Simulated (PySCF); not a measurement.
PySCF input (M06-2X/6-31G* (5d)):

```python
from pyscf import gto, dft

mol = gto.M(
    atom='''
    C     0.00728032    0.00031015    0.17491065
    H    -0.01040746    0.86106198   -0.52673636
    H    -0.03327446   -0.86292291   -0.52272756
    ''',
    basis='6-31g*',
    charge=1,
    spin=1,
    verbose=4,
)

mf = dft.UKS(mol, xc='m062x')
mf.grids.level = 4
mf.conv_tol = 1e-9
mf.max_cycle = 100
mf.max_memory = 1500
mf.kernel()
if not mf.converged:
    mf = mf.newton()
    mf.kernel(mf.make_rdm1())
mo, _, stable, _ = mf.stability(return_status=True)
if not stable:
    mf.kernel(mf.make_rdm1(mo, mf.mo_occ))
    stable = mf.stability(return_status=True)[2]
mf.dip_moment()
```

Output:

```
PySCF version 2.14.0

[INPUT] verbose = 4
[INPUT] num. atoms = 3
[INPUT] num. electrons = 7
[INPUT] charge = 1
[INPUT] spin (= nelec alpha-beta = 2S) = 1
[INPUT] symmetry False subgroup None
[INPUT] Mole.unit = angstrom
[INPUT] Symbol           X                Y                Z      unit          X                Y                Z       unit  Magmom
[INPUT]  1 C      0.007280320000   0.000310150000   0.174910650000 AA    0.013757810899   0.000586098558   0.330533224770 Bohr   0.0
[INPUT]  2 H     -0.010407460000   0.861061980000  -0.526736360000 AA   -0.019667249052   1.627171318476  -0.995387460250 Bohr   0.0
[INPUT]  3 H     -0.033274460000  -0.862922910000  -0.522727560000 AA   -0.062879616343  -1.630687966513  -0.987811926162 Bohr   0.0

nuclear repulsion = 6.02447450308473
number of shells = 10
number of NR pGTOs = 35
number of NR cGTOs = 18
basis = 6-31g*
ecp = {}

******** <class 'pyscf.dft.uks.UKS'> ********
method = UKS
initial guess = minao
damping factor = 0
level_shift factor = 0
DIIS = <class 'pyscf.scf.diis.CDIIS'>
diis_start_cycle = 1
diis_space = 8
diis_damp = 0
SCF conv_tol = 1e-09
SCF conv_tol_grad = None
SCF max_cycles = 100
direct_scf = True
direct_scf_tol = 1e-13
number electrons alpha = 4  beta = 3
XC library pyscf.dft.libxc version 7.1.2
    S. Lehtola, C. Steigemann, M. J. T. Oliveira, and M. A. L. Marques,  SoftwareX 7, 1–5 (2018)
XC functionals = m062x
    Y. Zhao and D. G. Truhlar,  Theor. Chem. Acc. 120, 215 (2008)
    Y. Zhao and D. G. Truhlar,  Theor. Chem. Acc. 120, 215 (2008)
radial grids:
    Treutler-Ahlrichs [JCP 102, 346 (1995); DOI:10.1063/1.469408] (M4) radial grids

becke partition: Becke, JCP 88, 2547 (1988); DOI:10.1063/1.454033
pruning grids: <function nwchem_prune>
grids dens level: 4
symmetrized grids: False
atomic radii adjust function: <function treutler_atomic_radii_adjust>
small_rho_cutoff = 0
Set gradient conv threshold to 3.16228e-05
tot grids = 60024
init E= -38.9280954270874
  alpha nocc = 4  HOMO = -0.243628950717676  LUMO = -0.149453906364315
  beta  nocc = 3  HOMO = -0.407608589847983  LUMO = -0.243628950717676

WARN: HOMO -0.243628950717676 >= LUMO -0.243628950717676

cycle= 1 E= -38.6627651185549  delta_E= 0.265  |g|= 0.282  |ddm|= 0.93
  alpha nocc = 4  HOMO = -0.861568135786709  LUMO = -0.524944445445735
  beta  nocc = 3  HOMO = -0.921502090081888  LUMO = -0.547224552532144
  HOMO = -0.861568135787  LUMO = -0.547224552532  gap/eV = 8.55372
cycle= 2 E= -38.7162754616202  delta_E= -0.0535  |g|= 0.125  |ddm|= 0.485
  alpha nocc = 4  HOMO = -0.774503982699914  LUMO = -0.422651720470559
  beta  nocc = 3  HOMO = -0.844850884686689  LUMO = -0.45130139500759
  HOMO = -0.7745039827  LUMO = -0.451301395008  gap/eV = 8.79479
cycle= 3 E= -38.7256543697255  delta_E= -0.00938  |g|= 0.0137  |ddm|= 0.12
  alpha nocc = 4  HOMO = -0.778476789255558  LUMO = -0.418639307621615
  beta  nocc = 3  HOMO = -0.838803176671213  LUMO = -0.454399981444853
  HOMO = -0.778476789256  LUMO = -0.454399981445  gap/eV = 8.81858
cycle= 4 E= -38.725873903681  delta_E= -0.00022  |g|= 0.00323  |ddm|= 0.0252
  alpha nocc = 4  HOMO = -0.778590541007828  LUMO = -0.418755068323394
  beta  nocc = 3  HOMO = -0.839373722446521  LUMO = -0.458142820273594
  HOMO = -0.778590541008  LUMO = -0.458142820274  gap/eV = 8.71983
cycle= 5 E= -38.7258863889544  delta_E= -1.25e-05  |g|= 0.0011  |ddm|= 0.00434
  alpha nocc = 4  HOMO = -0.778798470710209  LUMO = -0.418762392394512
  beta  nocc = 3  HOMO = -0.839291613129683  LUMO = -0.458942878141727
  HOMO = -0.77879847071  LUMO = -0.458942878142  gap/eV = 8.70371
cycle= 6 E= -38.7258882476913  delta_E= -1.86e-06  |g|= 0.00028  |ddm|= 0.0021
  alpha nocc = 4  HOMO = -0.778772217045518  LUMO = -0.41867136308716
  beta  nocc = 3  HOMO = -0.839267773347319  LUMO = -0.458580747095731
  HOMO = -0.778772217046  LUMO = -0.458580747096  gap/eV = 8.71285
cycle= 7 E= -38.7258883578478  delta_E= -1.1e-07  |g|= 5.63e-05  |ddm|= 0.000525
  alpha nocc = 4  HOMO = -0.77878317027593  LUMO = -0.418682286274948
  beta  nocc = 3  HOMO = -0.839264425082127  LUMO = -0.458700466074886
  HOMO = -0.778783170276  LUMO = -0.458700466075  gap/eV = 8.70989
cycle= 8 E= -38.725888361496  delta_E= -3.65e-09  |g|= 5.15e-06  |ddm|= 0.000101
  alpha nocc = 4  HOMO = -0.778781638005748  LUMO = -0.418680592276439
  beta  nocc = 3  HOMO = -0.839263797828472  LUMO = -0.45869007209414
  HOMO = -0.778781638006  LUMO = -0.458690072094  gap/eV = 8.71014
cycle= 9 E= -38.7258883615198  delta_E= -2.38e-11  |g|= 4.96e-07  |ddm|= 8.01e-06
  alpha nocc = 4  HOMO = -0.77878172123262  LUMO = -0.418680662700814
  beta  nocc = 3  HOMO = -0.839263718399606  LUMO = -0.458690741239879
  HOMO = -0.778781721233  LUMO = -0.45869074124  gap/eV = 8.71012
Extra cycle  E= -38.7258883615201  delta_E= -3.2e-13  |g|= 1.44e-07  |ddm|= 7.98e-07
converged SCF energy = -38.7258883615201  <S^2> = 0.75102334  2S+1 = 2.0010231
uhf_internal: lowest eigs of H = [0.17506468 0.28625667 0.33132138]
<class 'pyscf.dft.uks.UKS'> wavefunction is stable in the internal stability analysis

WARN: System has nonzero charge 1; the dipole moment is origin-dependent.
Location of origin: [0. 0. 0.]

Dipole moment(X, Y, Z, Debye): -0.03309, -0.00139, -0.79353
```

The dipole moment of an ion depends on the origin.
